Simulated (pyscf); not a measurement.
# Four-centre exchange: H₂N–Ti(Cl)(Cl)–Cl + HO–SiH₃ → H₂N–Ti(Cl)(Cl)–O–SiH₃ + HCl

Gas phase, singlet surface, charge 0. Bonds broken: Ti2–Cl3, O8–H10. Bonds formed: Ti2–O8, Cl3–H10. Structures and frequencies: ωB97X-D3(BJ)/def2-SVP in PySCF.

Transition state (Å):

```xyz
13

N     -2.4027     1.4378     0.2389
Ti    -1.5567    -0.1554     0.3053
Cl    -1.1789    -0.6346    -2.2692
Cl    -3.1634    -1.6439     0.2046
Cl    -0.9354    -0.3931     2.4258
H     -3.4175     1.5237     0.2649
H     -1.9301     2.3394     0.2732
O      0.2428     0.1973    -0.2176
Si     1.6927     0.3612     0.6435
H     -0.0887    -0.1489    -1.4596
H      1.5584     1.4733     1.6179
H      2.0336    -0.9163     1.3171
H      2.7360     0.6975    -0.3649
```

One imaginary mode, 639i cm⁻¹; descent along it reached the two sides named, in the forms told below.

```tsv
bond	change	reactant side (Å)	saddle	product side
Ti2–Cl3	breaks	2.248	2.6	4.0
O8–H10	breaks	0.970	1.331	1.946
Ti2–O8	forms	2.225	1.907	1.764
Cl3–H10	forms	2.425	1.442	1.294
```

Electronic energies relative to the separated reactants (kJ/mol):

```csv
level,barrier,reaction energy,reverse barrier
ωB97X-D3(BJ)/def2-TZVP,19.8,-7.3,27.1
PBE/def2-TZVP,31.4,-1.5,33.0
r²SCAN/def2-TZVP,24.3,-3.6,27.9
B3LYP-D3(BJ)/def2-TZVP,25.3,-9.9,35.2
PBE0-D3(BJ)/def2-TZVP,23.3,-5.6,28.8
M06-2X/def2-TZVP,22.9,-8.6,31.4
ωB97M-D3(BJ)/def2-TZVP,32.7,-10.9,43.6
HF/def2-TZVP,96.9,-18.6,115.5
```

With ωB97M-D3(BJ)/def2-TZVP energies and thermal terms (ideal gas, 1 atm, RRHO with modes under 100 cm⁻¹ raised to 100, one conformer, R ln 2 for chiral ones without a mode under 150 cm⁻¹), in kJ/mol:

```
T (K)   ΔH‡    ΔG‡     ΔH     ΔG
-----  ----  -----  -----  -----
298    23.5   80.2  -15.8   -6.9
600    25.5  137.1  -13.9   +1.3
900    28.7  192.2  -12.3   +8.6
1200   32.4  246.1  -10.6  +15.3
```

On the reactant side the descent ends in an adduct with a O–Ti contact (not fully relaxed), 59.3 kJ/mol under the separated species and 79.1 kJ/mol under the saddle at ωB97X-D3(BJ)/def2-TZVP. On the product side the descent ends in a complex (not fully relaxed), 18.5 kJ/mol under the separated species and 45.6 kJ/mol under the saddle at ωB97X-D3(BJ)/def2-TZVP. What is counted as formed (O–Ti) is already present as a longer contact in the reactant adduct; forming that adduct is a step of its own. The same reactants have a lower exit, to NH₃ + H₃Si–O–Ti(Cl)(Cl)–Cl (barrier +4.0 kJ/mol at ωB97M-D3(BJ), against +32.7 kJ/mol here). This is the saddle that the search found; another between the same sides may lie lower.
